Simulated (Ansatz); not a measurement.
# CH2SSi: functionals against CCSD(T) at one geometry

Aim: energy, forces and dipole at a structure displaced at random from a GFN2-xTB minimum, from CCSD(T) and from density functionals.

Program: Ansatz 0.2.0, Gaussian basis. Level of theory: single points in def2-TZVPP. These are calculated values, not measurements.

Correlated methods freeze the cores. B3LYP uses VWN-RPA correlation.

### 1 The starting structure

SMILES `[SiH]#CS`, 5 atoms, charge 0, spin multiplicity 1.

Atoms are counted from 1 here; the program's logs count them from 0.

Bond lengths: Si1–C2 1.728 Å, Si1–H4 1.460 Å, C2–S3 1.747 Å, S3–H5 1.329 Å. Angles: C2–Si1–H4 175.2°, Si1–C2–S3 119.8°, C2–S3–H5 96.0°.

Coordinates:

```csv
atom,x (Å),y (Å),z (Å)
Si1,-1.3148,0.0161,-0.5315
C2,0.0944,0.5290,0.3272
S3,1.5148,-0.4881,0.3519
H4,-2.5644,-0.3240,-1.2065
H5,2.2482,0.3164,1.1145
```

### 2 CCSD(T)/def2-TZVPP

run/in.yaml

```yaml
crystal:
  periodic: [false, false, false]
  atoms:
    - {symbol: Si, position_ang: [-1.314800, 0.016100, -0.531500]}
    - {symbol: C, position_ang: [0.094400, 0.529000, 0.327200]}
    - {symbol: S, position_ang: [1.514800, -0.488100, 0.351900]}
    - {symbol: H, position_ang: [-2.564400, -0.324000, -1.206500]}
    - {symbol: H, position_ang: [2.248200, 0.316400, 1.114500]}
basis:
  gaussian: {orbitals: def2-TZVPP}
correlation: {method: ccsd_t}
output: {forces: true}
```

The command line of these runs was not kept.

The program printed, cut to the lines that bear on the results:

```text
Functional definition: HF
  name "HF"
  cite "Fock, Z. Phys. 61, 126 (1930) doi:10.1007/BF01340294"
  parent pbe
[...]
840 factors; integrals over basis functions are off by at most 5.8e-4 eV
[...]
mean field -19737.06499588 eV, -725.3237603353 hartree, gradient 1.9e-6 eV, S^2 0.000000; 2 other end points of the search recorded, 0 dependent functions left out; unrestricted orbitals would lower it
11 core orbitals not correlated: weight in the atoms' cores, before any rotation towards them, 1.000 or more for the frozen orbitals, at most 0.000 for the correlated occupied ones
reference -19737.06499588 eV, -725.3237603353 hartree; 8, 8 occupied and 124, 124 virtual orbitals, 840 factors
second order -12.53115936 eV of doubles, -0.00000000 eV of singles
cycle   1  -12.56721500 eV  change   -3.6e-2 eV  update   1.5e-1
[...]
cycle  18  -13.32022735 eV  change   -8.7e-7 eV  update   9.5e-7
perturbative correction -0.91199461 eV, -0.0335151836 hartree
[...]
Total energy: -19751.29721783 eV, -725.8467848451 hartree
Atom 0 at    -1.314800     0.016100    -0.531500 Å, force     1.878329    -0.019955     0.699588 eV/Å
Atom 1 at     0.094400     0.529000     0.327200 Å, force    -1.696880    -1.065717    -1.229825 eV/Å
Atom 2 at     1.514800    -0.488100     0.351900 Å, force     0.043812     0.373915     0.219112 eV/Å
Atom 3 at    -2.564400    -0.324000    -1.206500 Å, force    -0.536605     0.562822     0.112038 eV/Å
Atom 4 at     2.248200     0.316400     1.114500 Å, force     0.311344     0.148936     0.199087 eV/Å
Dipole moment:    -0.346419    -0.065347    -0.168680 e Å
```

Wall time 22 s (4 threads, shared host); peak memory 1.4 GiB.

### 3 PBE0-D4/def2-TZVPP

Changes to run/in.yaml since step 2:

```diff
@@ -10,3 +10,3 @@
   gaussian: {orbitals: def2-TZVPP}
-correlation: {method: ccsd_t}
-output: {forces: true}
+hamiltonian: {xc: pbe0, dispersion: d4}
+output: {forces: true, orbitals: {seedname: orbitals}}
```

The log in run was not kept; the run's report gives a total energy of -19770.128242 eV.

It took 0.9 s on 4 threads, shared host; peak memory 0.26 GiB.

### 4 wB97M-V/def2-TZVPP

Changes to run/in.yaml since step 3:

```diff
@@ -10,3 +10,3 @@
   gaussian: {orbitals: def2-TZVPP}
-hamiltonian: {xc: pbe0, dispersion: d4}
-output: {forces: true, orbitals: {seedname: orbitals}}
+hamiltonian: {xc: {name: wB97M-V}}
+output: {forces: true}
```

The program printed, cut to the lines that bear on the results:

```text
Functional definition: wB97M-V
  name "wB97M-V"
  cite "Mardirossian & Head-Gordon, J. Chem. Phys. 144, 214110 (2016) doi:10.1063/1.4952647"
  cite "Becke, J. Chem. Phys. 107, 8554 (1997) doi:10.1063/1.475007"
  cite "Vydrov & Van Voorhis, J. Chem. Phys. 133, 244103 (2010) doi:10.1063/1.3521275"
  # Of w^i u^j: cxij and so on, Table III.
[...]
  gx(w, u) = 1 - cx + cx01*u + cx10*w
  gss(w, u) = css00 + css04*u^4 + css10*w + css20*w^2 + css43*w^4*u^3
  gos(w, u) = cos00 + cos10*w + (cos20 + cos21*u)*w^2 + (cos60 + cos61*u)*w^6
[...]
      + integral(e_c_pw_mod_opposite_spin*gos(b97_w_opposite, b97_u_opposite)) + vv10(b, c)
880 factors; their error is unknown
177 factors; integrals over basis functions are off by at most 4.1e-5 eV
[...]
mean field -19776.77076698 eV, -726.7829205097 hartree, gradient 4.1e-5 eV, S^2 0.000000; 0 other end points of the search recorded, 0 dependent functions left out
[...]
reference -19776.77080751 eV, -726.7829219993 hartree; 19, 19 occupied and 124, 124 virtual orbitals, 880 factors
Total energy: -19776.77080751 eV, -726.7829219993 hartree
Atom 0 at    -1.314800     0.016100    -0.531500 Å, force     2.493510     0.467522     1.219987 eV/Å
Atom 1 at     0.094400     0.529000     0.327200 Å, force    -2.157862    -1.653530    -1.741040 eV/Å
Atom 2 at     1.514800    -0.488100     0.351900 Å, force    -0.367876     0.588900     0.173325 eV/Å
Atom 3 at    -2.564400    -0.324000    -1.206500 Å, force    -0.301927     0.453381     0.145461 eV/Å
Atom 4 at     2.248200     0.316400     1.114500 Å, force     0.334155     0.143727     0.202267 eV/Å
Dipole moment:    -0.419332    -0.135943    -0.236893 e Å
```

Wall time 3 s (4 threads, shared host); peak memory 0.32 GiB.

### 5 r2SCAN-D4/def2-TZVPP

Changes to run/in.yaml since step 4:

```diff
@@ -10,3 +10,3 @@
   gaussian: {orbitals: def2-TZVPP}
-hamiltonian: {xc: {name: wB97M-V}}
+hamiltonian: {xc: r2scan, dispersion: d4}
 output: {forces: true}
```

The log in run was not kept; the run's report gives a total energy of -19776.505666 eV.

Wall time 1.4 s (4 threads, shared host); peak memory 0.17 GiB.

### 6 PBE-D4/def2-TZVPP

Changes to run/in.yaml since step 5:

```diff
@@ -10,3 +10,3 @@
   gaussian: {orbitals: def2-TZVPP}
-hamiltonian: {xc: r2scan, dispersion: d4}
+hamiltonian: {xc: pbe, dispersion: d4}
 output: {forces: true}
```

The program printed, cut to the lines that bear on the results:

```text
Functional definition: PBE
  name "PBE"
  cite "Perdew, Burke & Ernzerhof, Phys. Rev. Lett. 77, 3865 (1996) doi:10.1103/PhysRevLett.77.3865"
[... 1 set-up line as earlier in the session ...]
[...]
870 factors; their error is unknown
[...]
mean field -19768.77092836 eV, -726.4889318629 hartree, gradient 2.2e-5 eV, S^2 0.000000; 1 other end points of the search recorded, 0 dependent functions left out
[...]
reference -19768.77096299 eV, -726.4889331358 hartree; 19, 19 occupied and 124, 124 virtual orbitals, 870 factors
Total energy: -19768.88672481 eV, -726.4931873042 hartree
Atom 0 at    -1.314800     0.016100    -0.531500 Å, force     2.033536     0.148678     0.850403 eV/Å
Atom 1 at     0.094400     0.529000     0.327200 Å, force    -1.344951    -1.324545    -1.226013 eV/Å
Atom 2 at     1.514800    -0.488100     0.351900 Å, force    -0.575365     0.330337    -0.061969 eV/Å
Atom 3 at    -2.564400    -0.324000    -1.206500 Å, force    -0.682299     0.431696    -0.016212 eV/Å
Atom 4 at     2.248200     0.316400     1.114500 Å, force     0.569079     0.413835     0.453790 eV/Å
Dipole moment:    -0.302003    -0.102678    -0.170641 e Å
```

Wall time 0.8 s (4 threads, shared host); peak memory 0.15 GiB.

### 7 B3LYP-D4/def2-TZVPP

Changes to run/in.yaml since step 6:

```diff
@@ -10,3 +10,3 @@
   gaussian: {orbitals: def2-TZVPP}
-hamiltonian: {xc: pbe, dispersion: d4}
+hamiltonian: {xc: {name: B3LYP}, dispersion: d4}
 output: {forces: true}
```

The log in run was not kept; the run's report gives a total energy of -19779.791845 eV.

Wall time 0.95 s (4 threads, shared host); peak memory 0.24 GiB.

### 8 SPW92/def2-TZVPP

Changes to run/in.yaml since step 7:

```diff
@@ -10,3 +10,3 @@
   gaussian: {orbitals: def2-TZVPP}
-hamiltonian: {xc: {name: B3LYP}, dispersion: d4}
+hamiltonian: {xc: lda}
 output: {forces: true}
```

The program printed, cut to the lines that bear on the results:

```text
Functional definition: SPW92
  name "SPW92"
  cite "Dirac, Proc. Camb. Phil. Soc. 26, 376 (1930) doi:10.1017/S0305004100016108"
  cite "Slater, Phys. Rev. 81, 385 (1951) doi:10.1103/PhysRev.81.385"
  cite "Perdew & Wang, Phys. Rev. B 45, 13244 (1992) doi:10.1103/PhysRevB.45.13244"
[...]
870 factors; their error is unknown
[...]
mean field -19700.06912236 eV, -723.9641870602 hartree, gradient 2.0e-5 eV, S^2 0.000000; 1 other end points of the search recorded, 0 dependent functions left out
[...]
reference -19700.06915475 eV, -723.9641882505 hartree; 19, 19 occupied and 124, 124 virtual orbitals, 870 factors
Total energy: -19700.06915475 eV, -723.9641882505 hartree
Atom 0 at    -1.314800     0.016100    -0.531500 Å, force     2.441438     0.353453     1.132986 eV/Å
Atom 1 at     0.094400     0.529000     0.327200 Å, force    -1.368273    -1.806426    -1.501972 eV/Å
Atom 2 at     1.514800    -0.488100     0.351900 Å, force    -0.988964     0.597195    -0.086179 eV/Å
Atom 3 at    -2.564400    -0.324000    -1.206500 Å, force    -0.668461     0.414267    -0.021401 eV/Å
Atom 4 at     2.248200     0.316400     1.114500 Å, force     0.584259     0.441511     0.476566 eV/Å
Dipole moment:    -0.303888    -0.113950    -0.177717 e Å
```

Wall time 0.55 s (4 threads, shared host); peak memory 0.15 GiB.

### 9 The levels compared

```csv
method,RMS force component (eV/Å),RMS error against CCSD(T) (eV/Å),angle to CCSD(T) forces (°),dipole (D)
CCSD(T),0.837,reference,reference,1.88
PBE0-D4,1.046,0.326,15.3,2.11
wB97M-V,1.136,0.364,12.3,2.40
r2SCAN-D4,0.948,0.250,14.4,1.89
PBE-D4,0.885,0.256,16.8,1.74
B3LYP-D4,0.982,0.220,10.5,2.06
SPW92,1.080,0.438,22.1,1.78
```

Energy less the free neutral atoms in their ground states at the same level (atoms from separate runs):

Differences are taken before rounding.

```csv
method,rung,energy less atoms (eV),from CCSD(T) (eV)
SPW92,LDA,-16.839,-3.460
PBE-D4,GGA,-14.605,-1.225
r2SCAN-D4,meta-GGA,-14.025,-0.646
PBE0-D4,hybrid,-13.827,-0.448
B3LYP-D4,hybrid,-13.760,-0.380
wB97M-V,range-separated hybrid,-13.744,-0.365
Hartree-Fock,wavefunction,-7.587,+5.792
MP2,wavefunction,-13.624,-0.244
CCSD,wavefunction,-12.720,+0.660
CCSD(T),wavefunction,-13.380,0
```

Cost and force error (times from a shared host):

```csv
method,time,RMS force error (eV/Å)
CCSD(T),22 s,0
PBE0-D4,0.9 s,0.326
wB97M-V,3 s,0.364
r2SCAN-D4,1.4 s,0.250
PBE-D4,0.8 s,0.256
B3LYP-D4,0.95 s,0.220
SPW92,0.55 s,0.438
```

### 10 Results

```
                                  quantity                                                                                          value
energy less free atoms, CCSD(T)/def2-TZVPP                                                                                     -13.380 eV
                       RMS force component                                                           0.837 to 1.136 eV/Å over the methods
                           RMS force error  PBE0-D4 0.326, wB97M-V 0.364, r2SCAN-D4 0.250, PBE-D4 0.256, B3LYP-D4 0.220, SPW92 0.438 eV/Å
                    HOMO and LUMO, PBE0-D4                                                                             -5.64 and -2.60 eV
                             T1 diagnostic                                                                                          0.042
```

What this shows: Against CCSD(T) the functionals' energies less atoms differ by -3.460 to -0.365 eV, PBE-D4 by -1.225 eV. The reference is not at the basis limit: in triple zeta CCSD(T) underbinds, which counts against methods that bind more; the gaps are no ranking. For forces B3LYP-D4 does best and SPW92 worst. Frozen-core CCSD(T) forces in triple zeta carry basis errors of their own, and this is one geometry, so small gaps rank nothing. The T1 diagnostic is large here, over the usual mark for main-group molecules (transition-metal compounds often pass it harmlessly), so CCSD(T) itself may be off. The restricted Hartree–Fock reference is unstable towards an unrestricted one at one or more of these structures.
